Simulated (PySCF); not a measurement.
H₃O₄P.
Bonds: O1–P2 (double), P2–O3, P2–O4, P2–O5. Hydrogens: H6 on O3; H7 on O4; H8 on O5.

Torsions of this conformer, `[O:1]=[P:2]([OH:3])([OH:4])[OH:5]`: H–O3–P2–O1 0°, H–O4–P2–O1 1°, H–O5–P2–O1 172°.

The closed-shell ground state was solved at several levels (PySCF, density fitting, gas phase, non-relativistic). The structure is a single PBE0-D3(BJ)/def2-SVP conformer in the gas phase; no vibrational or solvent corrections.

```tsv
level	basis functions	HOMO (eV)	LUMO (eV)	gap (eV)	dipole (D)
PBE0/pcSseg-0	55	-8.93	0.42	9.35	2.25
PBE0/aug-cc-pVDZ	146	-8.95	-0.68	8.27	2.44
PBE0/cc-pVDZ	89	-8.43	0.81	9.24	2.31
PBE0/cc-pVTZ	196	-8.79	0.28	9.07	2.44
```

Q: Estimate the row for PBE0/IGLO-III, a basis of 214 functions; the other rows only guide the guess.

A: HOMO -8.97 eV, LUMO -0.11 eV, gap 8.86 eV, dipole 2.45 D.

Q: Over all these levels, which gives the widest orbital gap and which the narrowest?

A: PBE0/pcSseg-0 has the widest, 9.35 eV, and PBE0/aug-cc-pVDZ the narrowest, 8.27 eV. From the narrowest to the widest the HOMO moves by +0.02 eV and the LUMO by +1.10 eV.

Q: How much does the basis alone move the frontier levels among the 5 PBE0 rows (the withheld one included)?

A: The HOMO by 0.54 eV and the LUMO by 1.49 eV. By rising basis size (HOMO, LUMO in eV): pcSseg-0 -8.93, 0.42; cc-pVDZ -8.43, 0.81; aug-cc-pVDZ -8.95, -0.68; cc-pVTZ -8.79, 0.28; IGLO-III -8.97, -0.11.

Q: How far do the dipole and the HOMO energy spread over the levels?

A: The dipole runs from 2.25 to 2.45 D (mean 2.38 D) and the HOMO from -8.97 to -8.43 eV.
